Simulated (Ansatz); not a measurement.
Input file:

```yaml
crystal:
  periodic: [false, false, false]
  atoms:
    - {symbol: B, position_ang: [0.000000, 0.089300, 1.293314]}
    - {symbol: S, position_ang: [0.000000, -0.068618, -0.409085]}
    - {symbol: H, position_ang: [0.000000, 1.225097, -0.857906]}
basis:
  gaussian: {orbitals: 6-31G}
magnetization: {spin_polarized: false, initial_magnetization: 4}
correlation: {method: ccsdtq, electrons: outside_noble_gas}
```

```sh
$ ansatz run in.yaml --threads 2 --pin off --events-out ev --progress --plain --max-ram 24576MiB --backend cuda --devices 0, --max-vram 18GiB
```

The program prints:

```
507 factors; integrals over basis functions are off by at most 7.6e-8 eV
mean field evaluation 1: about -11492.8915 eV, gradient 1.6e1 eV
mean field evaluation 2: about -11492.8973 eV, gradient 1.6e1 eV
mean field evaluation 4: about -11495.6795 eV, gradient 2.6e0 eV
mean field evaluation 8: about -11495.8053 eV, gradient 6.8e-2 eV
mean field evaluation 16: about -11495.7829 eV, gradient 9.8e-1 eV
mean field evaluation 32: about -11492.6116 eV, gradient 5.5e0 eV
mean field evaluation 64: about -11493.9821 eV, gradient 1.4e-3 eV
mean field -11495.80535253 eV, -422.4630545688 hartree, gradient 1.1e-6 eV, S^2 6.000000; 2 other end points of the search recorded, 0 dependent functions left out
determinant -11495.80535253 eV, -422.4630545688 hartree, with singles and doubles -11497.87621482 eV, -422.5391573542 hartree
determinant -11493.98211550 eV, -422.3960518436 hartree, with singles and doubles -11496.00389447 eV, -422.4703508503 hartree
determinant -11492.88071964 eV, -422.3555762923 hartree, with singles and doubles -11494.81244619 eV, -422.4265659339 hartree
6 core orbitals not correlated: weight in the atoms' cores, before any rotation towards them, 1.000 or more for the frozen orbitals, at most 0.000 for the correlated occupied ones
reference -11495.80535253 eV, -422.4630545688 hartree; 7, 3 occupied and 11, 15 virtual orbitals, 507 factors
second order -1.53617909 eV of doubles, -0.03476804 eV of singles
cycle   1  -1.89499469 eV  change   -3.2e-1 eV  update   5.1e-2
cycle   2  -2.07566456 eV  change   -1.8e-1 eV  update   2.5e-2
cycle   3  -2.10117813 eV  change   -2.6e-2 eV  update   1.2e-2
cycle   4  -2.11139282 eV  change   -1.0e-2 eV  update   6.8e-3
cycle   5  -2.11166294 eV  change   -2.7e-4 eV  update   3.0e-3
cycle   6  -2.11106627 eV  change    6.0e-4 eV  update   1.3e-3
cycle   7  -2.11136563 eV  change   -3.0e-4 eV  update   7.4e-4
cycle   8  -2.11158953 eV  change   -2.2e-4 eV  update   4.4e-4
cycle   9  -2.11156811 eV  change    2.1e-5 eV  update   2.5e-4
cycle  10  -2.11163641 eV  change   -6.8e-5 eV  update   1.2e-4
cycle  11  -2.11166853 eV  change   -3.2e-5 eV  update   5.9e-5
cycle  12  -2.11167111 eV  change   -2.6e-6 eV  update   2.4e-5
cycle  13  -2.11166536 eV  change    5.7e-6 eV  update   1.2e-5
cycle  14  -2.11165901 eV  change    6.3e-6 eV  update   5.5e-6
cycle  15  -2.11165636 eV  change    2.7e-6 eV  update   2.6e-6
cycle  16  -2.11165584 eV  change    5.2e-7 eV  update   1.3e-6
cycle  17  -2.11165560 eV  change    2.4e-7 eV  update   7.8e-7
Total energy: -11497.91700813 eV, -422.5406564807 hartree
```

For the same geometry and basis full CI lies 0.1 meV higher.

Ran on 2 threads of AMD EPYC 7R13 with a shared H100 80 GB, shared host: 12 s wall, 0.85 GiB peak host memory.
